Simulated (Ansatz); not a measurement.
```yaml
crystal:
  periodic: [false, false, false]
  atoms:
    - {symbol: Si, position_ang: [-1.076185, -0.007894, 0.002291]}
    - {symbol: P, position_ang: [1.129355, 0.008284, -0.002404]}
    - {symbol: H, position_ang: [-1.582686, 1.366977, 0.005630]}
    - {symbol: H, position_ang: [-1.564971, -0.702749, 1.196061]}
    - {symbol: H, position_ang: [-1.570081, -0.698833, -1.191650]}
basis:
  gaussian: {orbitals: def2-TZVP}
magnetization: {spin_polarized: true, initial_magnetization: 2}
hamiltonian: {xc: pbe0}
relax: {f_tol: 0.004, max_steps: 80}
```

```sh
$ ansatz run in.yaml --threads 1 --pin off --events-out ev --progress --plain --max-ram 2176MiB
```

Steps of the relaxation (energy above the last step; positions in Å, forces in eV/Å):

```
5
step 1, 26.3 meV
Si   -1.076   -0.008    0.002    0.013    0.000    0.000
P     1.129    0.008   -0.002    0.537    0.004   -0.001
H    -1.583    1.367    0.006   -0.187    0.410    0.001
H    -1.565   -0.703    1.196   -0.181   -0.207    0.356
H    -1.570   -0.699   -1.192   -0.183   -0.206   -0.356
```

```
5
step 2, 1.8 meV
Si   -1.070   -0.008    0.002   -0.022    0.000    0.000
P     1.167    0.009   -0.002    0.101    0.001    0.000
H    -1.597    1.377    0.006   -0.027    0.120    0.000
H    -1.580   -0.708    1.205   -0.026   -0.061    0.104
H    -1.585   -0.704   -1.201   -0.026   -0.060   -0.104
```

```
5
step 3, 0.0 meV
Si   -1.075   -0.008    0.002    0.005    0.000    0.000
P     1.169    0.009   -0.002    0.009    0.000    0.000
H    -1.596    1.387    0.006   -0.005   -0.010    0.000
H    -1.578   -0.713    1.213   -0.005    0.005   -0.009
H    -1.584   -0.709   -1.209   -0.005    0.005    0.009
```

```
5
step 4, 0.0 meV
Si   -1.074   -0.008    0.002   -0.002    0.000    0.000
P     1.171    0.009   -0.002   -0.001    0.000    0.000
H    -1.598    1.385    0.006    0.001    0.000    0.000
H    -1.580   -0.712    1.212    0.001    0.000    0.000
H    -1.585   -0.708   -1.208    0.001    0.000    0.000
```

Close pairs at the end: Si1–H3 1.489 Å, Si1–H4 1.489 Å, Si1–H5 1.489 Å, Si1–P2 2.245 Å.

A stationary point of unrestricted PBE0 after 4 steps, with ⟨S²⟩ = 2.008 against 2.00 for a pure state; no frequencies were run, so it isn't proven a minimum. 12 s on 1 thread of Arm Neoverse V2, shared host.
